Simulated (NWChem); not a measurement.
System: P, quartet

Input file for NWChem:

```
start job
memory heap 200 mb stack 900 mb global 1100 mb
geometry units angstroms noautoz
  P      0.000000     0.000000     0.000000
end
basis spherical
  * library 6-311g**
end
dft
  odft
  mult 4
  xc hfexch
  iterations 150
  mulliken
end
task dft energy
```

Output (shortened):

```
             Northwest Computational Chemistry Package (NWChem) 7.3.0
             --------------------------------------------------------

                             Geometry "geometry" -> ""
                             -------------------------

 Output coordinates in angstroms (scale by  1.889725989 to convert to a.u.)

  No.       Tag          Charge          X              Y              Z
 ---- ---------------- ---------- -------------- -------------- --------------
    1 P                   15.0000     0.00000000     0.00000000     0.00000000

 Effective nuclear repulsion energy (a.u.)       0.0000000000

  xc_inp: hfexch multiplicative factor not found.

                                 NWChem DFT Module
                                 -----------------

 Summary of "ao basis" -> "ao basis" (spherical)
 ------------------------------------------------------------------------------
       Tag                 Description            Shells   Functions and Types
 ---------------- ------------------------------  ------  ---------------------
 P                          6-311g**                12       26   6s5p1d

            General Information
            -------------------
          SCF calculation type: DFT
          Wavefunction type:  spin polarized.
          No. of atoms     :     1
          No. of electrons :    15
           Alpha electrons :     9
            Beta electrons :     6
          Charge           :     0
          Spin multiplicity:     4
          Use of symmetry is: off; symmetry adaption is: off
          Maximum number of iterations: 150
          AO basis - number of functions:    26
                     number of shells:    12
          Convergence on energy requested:  1.00D-06
          Convergence on density requested:  1.00D-05
          Convergence on gradient requested:  5.00D-04

              XC Information
              --------------
                     Hartree-Fock (Exact) Exchange  1.000

      Superposition of Atomic Density Guess
      -------------------------------------

 Sum of atomic energies:        -340.64900619

      Non-variational initial energy
      ------------------------------

 Total energy =    -340.361902
 1-e energy   =    -471.267363
 2-e energy   =     130.905461
 HOMO         =      -0.171014
 LUMO         =      -0.171014

     ---------------------------------------------
      Total Density - Mulliken Population Analysis
     ---------------------------------------------

    Atom       Charge   Shell Charges
 -----------   ------   -------------------------------------------------------
    1 P   15    15.00   0.79  1.17  0.93  1.05  1.05  1.00  2.00  3.90  0.44  1.57  1.10  0.00

     --------------------------------------------
      Spin Density - Mulliken Population Analysis
     --------------------------------------------

    Atom       Charge   Shell Charges
 -----------   ------   -------------------------------------------------------
    1 P   15     3.00   0.00  0.00  0.00  0.00  0.00  0.00  0.04 -0.02  0.32  1.57  1.10  0.00

   convergence    iter        energy       DeltaE   RMS-Dens  Diis-err
 ---------------- ----- ----------------- --------- --------- ---------
 d= 0,ls=0.0,diis     1   -340.6892715041 -3.41D+02  8.93D-03  2.30D-02
                                                     2.36D-03  2.52D-03
 d= 0,ls=0.0,diis     2   -340.7061167458 -1.68D-02  1.89D-03  1.18D-03
                                                     2.16D-03  1.83D-03
 d= 0,ls=0.0,diis     3   -340.7071340512 -1.02D-03  7.98D-04  1.71D-04
                                                     1.13D-03  1.14D-04
 d= 0,ls=0.0,diis     4   -340.7073134166 -1.79D-04  2.25D-04  7.64D-06
                                                     5.00D-04  1.70D-05
 d= 0,ls=0.0,diis     5   -340.7073327936 -1.94D-05  6.02D-05  5.60D-07
                                                     1.32D-04  9.12D-07
 d= 0,ls=0.0,diis     6   -340.7073337340 -9.40D-07  9.61D-06  1.12D-08
                                                     7.36D-06  2.62D-09

         Total DFT energy =     -340.707333733993
      One electron energy =     -471.466611297157
           Coulomb energy =      153.396770389859
    Exchange-Corr. energy =      -22.637492826695
 Nuclear repulsion energy =        0.000000000000

 Numeric. integr. density =        0.000000000000

                    DFT Final Alpha Molecular Orbital Analysis
                    ------------------------------------------

 Vector    7  Occ=1.000000D+00  E=-3.929844D-01
              MO Center= -1.3D-15,  1.7D-15,  8.3D-16, r^2= 1.8D+00
   Bfn.  Coefficient  Atom+Function         Bfn.  Coefficient  Atom+Function
  ----- ------------  ---------------      ----- ------------  ---------------
    16      0.476865  1 P  px                18      0.347539  1 P  pz
    17     -0.290007  1 P  py                19      0.233282  1 P  px
    21      0.170016  1 P  pz                13      0.142608  1 P  px
    20     -0.141871  1 P  py                10     -0.132156  1 P  px
    15      0.103933  1 P  pz                12     -0.096315  1 P  pz

 Vector    8  Occ=1.000000D+00  E=-3.929844D-01
              MO Center=  2.3D-16,  2.9D-16,  8.1D-16, r^2= 1.8D+00
   Bfn.  Coefficient  Atom+Function         Bfn.  Coefficient  Atom+Function
  ----- ------------  ---------------      ----- ------------  ---------------
    18      0.553241  1 P  pz                21      0.270645  1 P  pz
    17      0.253164  1 P  py                16     -0.249240  1 P  px
    15      0.165448  1 P  pz                12     -0.153323  1 P  pz
    20      0.123847  1 P  py                19     -0.121928  1 P  px
     9     -0.084918  1 P  pz                14      0.075709  1 P  py

[...]
```

Level: UHF/6-311G** (spherical d). No stability test was run on the SCF state.
